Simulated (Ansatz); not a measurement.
Species, as SMILES: Cl (HCl).
Atoms: Cl1, H2. Bonds: Cl1-H2.

Basis-set convergence of the optimised Cl1-H2 bond length at PBE with Ansatz (an electronic-structure program). All functions are spherical. The program fits the integrals of some runs and decomposes those of others, by size. No added dispersion term, no relativity. Reference: the value in aug-cc-pV(5+d)Z, 1.2882 Å, itself unsure by roughly 0.0001 Å (its mean distance from pcseg-4, aug-pcseg-3, aug-cc-pV(Q+d)Z). Deviations are taken from unrounded values.

```json
[
 {"basis": "cc-pV(D+d)Z", "functions": "28"},
 {"basis": "aug-cc-pV(D+d)Z", "functions": "41"},
 {"basis": "cc-pV(T+d)Z", "functions": "53"},
 {"basis": "jun-cc-pV(T+d)Z", "functions": "62"},
 {"basis": "aug-cc-pV(T+d)Z", "functions": "78"},
 {"basis": "cc-pV(Q+d)Z", "functions": "94"},
 {"basis": "aug-cc-pV(Q+d)Z", "functions": "135"},
 {"basis": "cc-pV(5+d)Z", "functions": "155"},
 {"basis": "aug-cc-pV(5+d)Z", "functions": "216"}
]
```

**Question.** Which is the smallest correlation-consistent set listed that can be trusted to 0.005 Å here, that is, within that of the reference together with its larger relatives (same family, alike in diffuse functions; a set with none to test it counts only in the reference's own line)?

**Answer.** The smallest set listed that lies within 0.005 Å of the reference with all its larger relatives (same family, alike in diffuse functions; a set with none counts only in the reference's own line) is cc-pV(T+d)Z (53 functions, 0.0001 Å off). Value minus reference: cc-pV(D+d)Z 0.0095, aug-cc-pV(D+d)Z 0.0087, cc-pV(T+d)Z 0.0001, jun-cc-pV(T+d)Z 0.0003, aug-cc-pV(T+d)Z 0.0005, cc-pV(Q+d)Z 0.0000, aug-cc-pV(Q+d)Z 0.0001, cc-pV(5+d)Z -0.0001, aug-cc-pV(5+d)Z 0.0000 Å.
